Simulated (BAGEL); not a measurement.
# C2H5Al (AlH2(vinyl)) at HF/def2-SVPD (density fitting with qzvpp-jkfit)

What is the energy change on altering one bond length of C2H5Al (AlH2(vinyl)) at HF/def2-SVPD (density fitting with qzvpp-jkfit)? 

Program for the calculation: BAGEL 1.2.2.

## 1. Starting point

C2H5Al has 8 atoms, charge 0, and is taken as a singlet. As SMILES, `[H][Al]([H])[CH]=C`. The shape comes from GFN2-xTB, which is rough for such elements, and wasn't checked as a minimum.

Bond lengths: Al1–C4 1.981 Å, C4–C5 1.340 Å, Al1–H2 1.551 Å, Al1–H3 1.551 Å, C4–H6 1.097 Å, C5–H7 1.082 Å, C5–H8 1.084 Å. Angles: Al1–C4–C5 123.2°, Al1–C4–H6 122.3°, C5–C4–H6 114.5°, H2–Al1–C4 123.4°, H3–Al1–C4 123.4°, C4–C5–H7 121.7°, C4–C5–H8 123.3°, H2–Al1–H3 113.2°, H7–C5–H8 115.0°.

## 2. A single-point energy at HF/def2-SVPD (density fitting with qzvpp-jkfit)

File input.json:

```json
{ "bagel" : [

{
  "title" : "molecule",
  "basis" : "def2-svpd.json",
  "df_basis" : "qzvpp-jkfit",
  "angstrom" : "true",
  "geometry" : [
    { "atom" : "Al", "xyz" : [       0.757880,       1.243210,      -0.412700 ] },
    { "atom" : "H", "xyz" : [       2.305620,       1.330790,      -0.372710 ] },
    { "atom" : "H", "xyz" : [       0.067510,       2.631930,      -0.426090 ] },
    { "atom" : "C", "xyz" : [      -0.236320,      -0.470400,      -0.432500 ] },
    { "atom" : "C", "xyz" : [      -0.683170,      -1.072300,       0.678100 ] },
    { "atom" : "H", "xyz" : [      -0.464670,      -1.005660,      -1.362180 ] },
    { "atom" : "H", "xyz" : [      -0.522550,      -0.646370,       1.659470 ] },
    { "atom" : "H", "xyz" : [      -1.224290,      -2.011190,       0.668610 ] }
  ]
},

{
  "title" : "hf"
},

{
  "title" : "print",
  "file" : "orbitals.molden",
  "orbitals" : "true"
}

]}
```

The basis set def2-SVPD is read from a file made from the Basis Set Exchange's data (not shown).

Command:

```sh
$ BAGEL_NUM_THREADS=1 BAGEL input.json > input.out
```

The program printed:

```text
* using 1 threads per process

  ===============================================================
  ===============================================================

  *** Geometry ***

  { "atom" : "Al", "xyz" : [      1.432186,      2.349326,     -0.779890 ] },
  { "atom" : "H", "xyz" : [      4.356990,      2.514829,     -0.704320 ] },
  { "atom" : "H", "xyz" : [      0.127575,      4.973627,     -0.805193 ] },
  { "atom" : "C", "xyz" : [     -0.446580,     -0.888927,     -0.817307 ] },
  { "atom" : "C", "xyz" : [     -1.291004,     -2.026353,      1.281423 ] },
  { "atom" : "H", "xyz" : [     -0.878099,     -1.900422,     -2.574147 ] },
  { "atom" : "H", "xyz" : [     -0.987476,     -1.221462,      3.135944 ] },
  { "atom" : "H", "xyz" : [     -2.313573,     -3.800598,      1.263490 ] },

  Number of auxiliary basis functions:      368

  Since a DF basis is specified, we compute 2- and 3-index integrals:
    o Being stored without compression. Storage requirement is 0.032 GB

  Number of basis functions:      104
  Number of electrons      :       30

    * METHOD: MOLECULE                             0.14

  *** RHF ***

  === Nuclear Repulsion ===
    83.0463275303

      * DIIS with orbital gradients will be used.

  === RHF iteration (def2-svpd.json) ===
      0       -320.28035098          0.01304298           0.05
      1       -320.37129379          0.00635186           0.05
      2       -320.38700218          0.00116733           0.05
      3       -320.38806085          0.00012279           0.05
      4       -320.38806965          0.00005760           0.05
      5       -320.38807126          0.00001221           0.05
      6       -320.38807138          0.00000439           0.05
      7       -320.38807140          0.00000152           0.05
      8       -320.38807141          0.00000044           0.05
      9       -320.38807141          0.00000011           0.05
     10       -320.38807141          0.00000003           0.05
     11       -320.38807141          0.00000001           0.05
     12       -320.38807141          0.00000000           0.05
    * SCF iteration converged.

    * Permanent dipole moment:
           (    0.149867,     0.255646,     0.015127) a.u.

    * METHOD: HF                                   0.75

    * METHOD: PRINT                                0.02

  ===============================================================
```

Wall time 1.1 s (1 thread of Arm Neoverse V2, shared host); peak memory 0.11 GiB.

## 3. The distorted shape

File calc.json:

```json
{ "bagel": [

{
  "title": "molecule",
  "basis": "def2-svpd.json",
  "df_basis": "qzvpp-jkfit",
  "angstrom": true,
  "geometry": [
    { "atom": "Al", "xyz": [    1.103078,    0.548824,   -0.406005 ] },
    { "atom": "H", "xyz": [    2.650818,    0.636404,   -0.366015 ] },
    { "atom": "H", "xyz": [    0.067510,    2.631930,   -0.426090 ] },
    { "atom": "C", "xyz": [    0.108878,   -1.164786,   -0.425805 ] },
    { "atom": "C", "xyz": [   -0.337972,   -1.766686,    0.684795 ] },
    { "atom": "H", "xyz": [   -0.119472,   -1.700046,   -1.355485 ] },
    { "atom": "H", "xyz": [   -0.177352,   -1.340756,    1.666165 ] },
    { "atom": "H", "xyz": [   -0.879092,   -2.705576,    0.675305 ] }
  ]
},
{ "title": "hf" },
{ "title": "print", "file": "orbitals.molden", "orbitals": true }

]}
```

The basis set def2-SVPD is read from a file made from the Basis Set Exchange's data (not shown).

Command:

```sh
$ BAGEL_NUM_THREADS=1 BAGEL calc.json > calc.out
```

The program printed:

```text
* using 1 threads per process

  ===============================================================
  ===============================================================

  *** Geometry ***

  { "atom" : "Al", "xyz" : [      2.084515,      1.037127,     -0.767238 ] },
  { "atom" : "H", "xyz" : [      5.009320,      1.202629,     -0.691668 ] },
  { "atom" : "H", "xyz" : [      0.127575,      4.973627,     -0.805193 ] },
  { "atom" : "C", "xyz" : [      0.205750,     -2.201127,     -0.804655 ] },
  { "atom" : "C", "xyz" : [     -0.638675,     -3.338553,      1.294075 ] },
  { "atom" : "H", "xyz" : [     -0.225769,     -3.212621,     -2.561495 ] },
  { "atom" : "H", "xyz" : [     -0.335147,     -2.533662,      3.148596 ] },
  { "atom" : "H", "xyz" : [     -1.661243,     -5.112798,      1.276142 ] },

  Number of auxiliary basis functions:      368

  Since a DF basis is specified, we compute 2- and 3-index integrals:
    o Being stored without compression. Storage requirement is 0.032 GB

  Number of basis functions:      104
  Number of electrons      :       30

    * METHOD: MOLECULE                             0.14

  *** RHF ***

  === Nuclear Repulsion ===
    81.1852925888

      * DIIS with orbital gradients will be used.

  === RHF iteration (def2-svpd.json) ===
      0       -320.21448579          0.01285039           0.05
      1       -320.30745599          0.00631330           0.05
      2       -320.32351425          0.00119644           0.05
      3       -320.32476553          0.00013361           0.05
      4       -320.32477919          0.00005465           0.05
      5       -320.32478084          0.00001689           0.05
      6       -320.32478110          0.00000693           0.05
      7       -320.32478115          0.00000234           0.05
      8       -320.32478116          0.00000063           0.05
      9       -320.32478116          0.00000019           0.05
     10       -320.32478116          0.00000006           0.05
     11       -320.32478116          0.00000002           0.05
     12       -320.32478116          0.00000001           0.05
    * SCF iteration converged.

    * Permanent dipole moment:
           (   -0.154144,     1.003690,    -0.043239) a.u.

    * METHOD: HF                                   0.75

    * METHOD: PRINT                                0.02

  ===============================================================
```

Run time: 1.1 s. Hardware: 1 thread of Arm Neoverse V2, shared host; peak memory 0.11 GiB.

## 4. Results

Level: HF/def2-SVPD (density fitting with qzvpp-jkfit).

| quantity | value |
| --- | --- |
| first shape: total energy | -320.38807 Eh |
| first shape: dipole moment | 0.75 D |
| first shape: HOMO energy | -10.12 eV |
| first shape: LUMO energy | 1.25 eV |
| first shape: HOMO–LUMO gap | 11.37 eV |
| distorted shape: total energy | -320.32478 Eh |
| distorted shape: dipole moment | 2.58 D |
| distorted shape: HOMO energy | -9.37 eV |
| distorted shape: LUMO energy | 0.93 eV |
| distorted shape: HOMO–LUMO gap | 10.30 eV |
| energy change with the Al1–H3 bond stretched from 1.551 to 2.326 Å | 1.722 eV |

One bond (distorted shape) is far stretched, which a spin-restricted single reference describes badly; a broken-symmetry solution may lie lower. With the Al1–H3 bond stretched from 1.551 to 2.326 Å the energy rises by 1.72 eV (166 kJ/mol). The first shape isn't relaxed at this level, so the change isn't measured from a minimum. A restricted reference can't describe the breaking bond well at this length.
